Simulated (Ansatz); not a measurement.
Cost and result up the ladder for B(PH3)H3 (BPH6) (8 atoms). The state is a singlet with charge 0. Geometry: PBE0-D4/def2-TZVP.

```xyz
8

B    -0.665   -0.716    0.495
P     0.495    0.533   -0.368
H     0.227    0.868   -1.709
H     1.860    0.204   -0.473
H     0.604    1.825    0.182
H    -0.568   -1.713   -0.183
H    -1.750   -0.183    0.449
H    -0.202   -0.819    1.607
```

Ansatz on 4 threads of Arm Neoverse V2 on a shared host. Times are rough, and most runs start from the orbitals of an earlier one. ωB97M-V/def2-TZVP serves as the yardstick here, not as an exact answer. Differences are given only for rows in sets of like size (and for xTB, whose basis is part of the method), since another set adds its own error. Binding counts from free atoms at the same level (B doublet, P quartet, H doublet; other spins of the atoms weren't run), without zero-point energy or a counterpoise term.

HSE06 is defined as in plane-wave codes, on full-range PBE exchange. Correlated methods freeze 6 core orbitals.

Correlated methods converge slowly with the basis.

```json
{"level": "PBE-D4/def2-SVP", "functions": "62", "wall time": "0.25 s"}
{"level": "MP2/def2-TZVP", "functions": "104", "wall time": "0.25 s"}
{"level": "PBE0-D4/def2-SVP", "functions": "62", "wall time": "0.3 s"}
{"level": "PBE-D4/def2-TZVP (with forces)", "functions": "104", "wall time": "0.5 s"}
{"level": "PBE0-D4/def2-TZVP", "functions": "104", "wall time": "0.5 s"}
{"level": "HSE06-D4/def2-TZVP", "functions": "104", "wall time": "0.5 s"}
{"level": "CAM-B3LYP-D4/def2-TZVP", "functions": "104", "wall time": "0.5 s"}
{"level": "PBE-D4/def2-TZVPD", "functions": "134", "wall time": "0.6 s"}
{"level": "PBE0-D4/def2-TZVPD", "functions": "134", "wall time": "0.6 s"}
{"level": "r2SCAN-D4/def2-TZVPD", "functions": "134", "wall time": "1.1 s"}
{"level": "ωB97M-V/def2-TZVP", "functions": "104", "wall time": "1.6 s"}
{"level": "B97M-V/def2-TZVP", "functions": "104", "wall time": "1.8 s"}
{"level": "CCSD(T)/def2-TZVPD", "functions": "134", "wall time": "2.5 s"}
{"level": "CCSD(T)/def2-TZVPP", "functions": "157", "wall time": "4 s"}
```

(1) Estimate what each level gives for the binding energy per atom (eV).

Answers

(1) 
```json
{"level": "PBE-D4/def2-SVP", "binding energy per atom (eV)": "2.97", "difference from ωB97M-V/def2-TZVP (eV)": "–"}
{"level": "MP2/def2-TZVP", "binding energy per atom (eV)": "2.80", "difference from ωB97M-V/def2-TZVP (eV)": "-0.20"}
{"level": "PBE0-D4/def2-SVP", "binding energy per atom (eV)": "2.96", "difference from ωB97M-V/def2-TZVP (eV)": "–"}
{"level": "PBE-D4/def2-TZVP (with forces)", "binding energy per atom (eV)": "2.99", "difference from ωB97M-V/def2-TZVP (eV)": "-0.01"}
{"level": "PBE0-D4/def2-TZVP", "binding energy per atom (eV)": "2.97", "difference from ωB97M-V/def2-TZVP (eV)": "-0.03"}
{"level": "HSE06-D4/def2-TZVP", "binding energy per atom (eV)": "2.97", "difference from ωB97M-V/def2-TZVP (eV)": "-0.03"}
{"level": "CAM-B3LYP-D4/def2-TZVP", "binding energy per atom (eV)": "3.01", "difference from ωB97M-V/def2-TZVP (eV)": "0.01"}
{"level": "PBE-D4/def2-TZVPD", "binding energy per atom (eV)": "2.99", "difference from ωB97M-V/def2-TZVP (eV)": "-0.01"}
{"level": "PBE0-D4/def2-TZVPD", "binding energy per atom (eV)": "2.97", "difference from ωB97M-V/def2-TZVP (eV)": "-0.03"}
{"level": "r2SCAN-D4/def2-TZVPD", "binding energy per atom (eV)": "2.99", "difference from ωB97M-V/def2-TZVP (eV)": "-0.01"}
{"level": "ωB97M-V/def2-TZVP", "binding energy per atom (eV)": "3.00", "difference from ωB97M-V/def2-TZVP (eV)": "0.00"}
{"level": "B97M-V/def2-TZVP", "binding energy per atom (eV)": "3.01", "difference from ωB97M-V/def2-TZVP (eV)": "0.01"}
{"level": "CCSD(T)/def2-TZVPD", "binding energy per atom (eV)": "2.86", "difference from ωB97M-V/def2-TZVP (eV)": "-0.14"}
{"level": "CCSD(T)/def2-TZVPP", "binding energy per atom (eV)": "2.90", "difference from ωB97M-V/def2-TZVP (eV)": "-0.09"}
```
